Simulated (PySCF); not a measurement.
**BF: the SCF solver's settings**

Aim: find out which solver settings change the answer for BF.

Program: PySCF 2.14.0. Level of theory: each script names its method and basis. These are calculated values, not measurements.

1 further run of the same task is left out (it didn't finish).

### 1 The system as given

BF: 2 atoms, charge 0, spin multiplicity 1.

Bond lengths: B1–F2 1.480 Å.

### 2 The base run

input.py

```python
from pyscf import gto, dft

mol = gto.M(
    atom='B 0 0 0; F 0 0 1.48',
    basis='6-31+g*',
    charge=0,
    spin=0,
    symmetry=True,
    verbose=4,
)
mf = dft.RKS(mol, xc='m06l')
mf.kernel()
mf.analyze()
print('orbital energies (hartree):', mf.mo_energy[..., max(0, mol.nelec[1]-3):mol.nelec[0]+3].round(4))
```

The run is started by

```bash
OMP_NUM_THREADS=1 python input.py
```

The log of this run is left out.

Base result: E(SCF) = -124.620092 Eh, 8 cycles, μ = 0.20 D.

The bond length is a typed value, not an optimised one.

### 3 Level shift 0.3 hartree

Edit 1 changes level shift: none → 0.3 hartree.

input.py

```python
from pyscf import gto, dft

mol = gto.M(
    atom='B 0 0 0; F 0 0 1.48',
    basis='6-31+g*',
    charge=0,
    spin=0,
    symmetry=True,
    verbose=4,
)
mf = dft.RKS(mol, xc='m06l')
mf.level_shift = 0.3
mf.kernel()
mf.analyze()
print('orbital energies (hartree):', mf.mo_energy[..., max(0, mol.nelec[1]-3):mol.nelec[0]+3].round(4))
```

The run is started by

```bash
OMP_NUM_THREADS=1 python input.py
```

### 4 DIIS space 12

Edit 2 changes DIIS space: default → 12.

input.py: that of step 2 with these lines changed.

```diff
@@ -11,2 +11,3 @@
 mf = dft.RKS(mol, xc='m06l')
+mf.diis_space = 12
 mf.kernel()
```

### 5 Initial guess sap

Edit 3 changes initial guess: minao → sap.

input.py: that of step 2 with these lines changed.

```diff
@@ -11,2 +11,3 @@
 mf = dft.RKS(mol, xc='m06l')
+mf.init_guess = 'sap'
 mf.kernel()
```

### 6 Cycle limit 200

Edit 4 changes cycle limit: 50 → 200.

input.py: that of step 2 with these lines changed.

```diff
@@ -11,2 +11,3 @@
 mf = dft.RKS(mol, xc='m06l')
+mf.max_cycle = 200
 mf.kernel()
```

**Question.** What will these runs give? Wanted: for each run, E(SCF); from base; gap; SCF dipole.

**Answer**, as computed:

```tsv
run	E(SCF) (hartree)	from base (eV)	cycles	gap (eV)	SCF dipole (D)
base	-124.620092	0	8	5.04	0.20
level shift 0.3 hartree	-124.620092	0.0000	15	5.04	0.20
DIIS space 12	-124.620092	0.0000	8	5.04	0.20
initial guess sap	-124.620092	0.0000	9	5.04	0.20
cycle limit 200	-124.620092	0.0000	8	5.04	0.20
```

Distance from each run's final energy (log10 hartree) by cycle:

```tsv
run	cycle 1	cycle 2	cycle 3	cycle 5	cycle 8	cycle 12
base	-1.4	-0.4	-3.7	-6.3	< -11	done
level shift 0.3 hartree	-1.1	-0.9	-1.8	-3.7	-5.7	-8.2
DIIS space 12	-1.4	-0.4	-3.7	-6.3	< -11	done
initial guess sap	-0.7	-0.3	-2.5	-6.0	< -11	done
cycle limit 200	-1.4	-0.4	-3.7	-6.3	< -11	done
```

In words: No change of the SCF energy comes from level shift 0.3 hartree or DIIS space 12 or initial guess sap or cycle limit 200. The base needs 8 cycles and the run with level shift 0.3 hartree needs 15. The cycles with DIIS space 12 repeat those of the base digit for digit, so the setting never acted.
